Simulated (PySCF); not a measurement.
Molecule: Vinylcyanoacetylene (SMILES C=CC#CC#N).

Structure with atom numbers: `[CH2:1]=[CH:2][C:3]#[C:4][C:5]#[N:6]`; H(Xn) means a hydrogen on atom n. Ha(C1) is cis to C3; Hb(C1) is trans to C3.

Spin–spin couplings on one PBE0-D3(BJ)/def2-SVP geometry, PySCF 2.14, gas phase, non-relativistic, equivalent pairs averaged; isotopes ¹³C, ¹H; functional B3LYP.

Problem. How do the couplings (Hz) change with the basis set? Times are CPU seconds on shared hosts with different chips, so compare them loosely. Far from the basis limit: 6-31G-J, pcJ-0, 6-31G*, def2-TZVP, cc-pVTZ.

Solution. 
```
basis set  functions  ¹J(C3,C4)  ¹J(C2,H(C2))  ¹J(C1,Hb(C1))  ¹J(C1,Ha(C1))  ¹J(C4,C5)  ¹J(C2,C3)  ¹J(C1,C2)  core-s
  6-31G-J         84      235.0         182.2          180.0          179.5      179.4      102.0       83.3     7.7
    pcJ-0         87      199.9         157.3          152.7          152.8      145.3       82.5       61.5     7.8
   6-31G*         90      221.2         177.4          175.0          173.8      167.3       98.9       90.3     9.7
    pcJ-1        192      236.7         176.7          175.5          174.1      176.8      100.5       82.6      32
def2-TZVP        204      234.4         168.2          165.7          164.9      179.0       99.2       80.8      25
  cc-pVTZ        222      317.5         157.3          158.2          156.6      179.8       96.4       80.9      28
```

The Fermi-contact term samples the wavefunction at the nucleus, which is why sets with added tight s functions (names with J) are made for couplings.
